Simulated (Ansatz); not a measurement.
## Magnesium, hcp: convergence with Gaussian smearing

Computed with Ansatz, r²SCAN, scalar-relativistic PAW, on the relaxed cell (a = 3.179 Å, c = 5.157 Å (c/a = 1.622); spin not included). Errors count from a run at 500 eV on a Γ-centred 19×19×10 mesh with Fermi-Dirac smearing of 0.1 eV, extrapolated to zero width. Fixed here: cutoff 500 eV, mesh 11×11×6. The SCF starts from atomic densities corrected by a trained network.

| width (eV) | E(σ→0) error (meV/atom) | F error (meV/atom) | P (GPa) | SCF iterations |
| --- | --- | --- | --- | --- |
| 0.01 | -11.5 | -11.5 | 0.03 | 6 |
| 0.03 | -11.5 | -11.6 | 0.02 | 6 |
| 0.2 | -11.2 | -13.1 | 0.00 | 6 |
| 0.3 | -10.2 | -15.8 | 0.02 | 6 |
| 0.6 | -5.4 | -37.2 | 0.18 | 6 |
| 1.0 | -0.5 | -97.1 | 0.50 | 6 |

**Question.** What does the run at 0.1 give (width)?

**Answer.** E(σ→0) error (meV/atom): -11.6; F error (meV/atom): -11.9; P (GPa): 0.00; SCF iterations: 6.
